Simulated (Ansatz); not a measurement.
A calculation with Ansatz (development build ahead of 0.2.0).

```yaml
crystal:
  periodic: [false, false, false]
  atoms:
    - { symbol: H, position_ang: [-0.00066, 0.00784, -1.56865] }
    - { symbol: C, position_ang: [-0.00783, 0.00574, -0.49632] }
    - { symbol: C, position_ang: [-0.00379, 0.00361, 0.74787] }
basis:
  gaussian: { orbitals: STO-3G }
total_charge: -1
hamiltonian:
  xc: hf
correlation:
  method: mp2
  frozen_orbitals: { C: 1, H: 0 }
```

The input is written out in the form of the current development build from the run's settings.

Output:

```yaml
Converged: yes
Reference_energy: -75.05936 hartree
Correlation_energy: -0.14142 hartree
Total_energy: -75.20079 hartree
Spin_squared_of_the_determinant: 0.000
```

Caution: no diffuse functions for an anion.
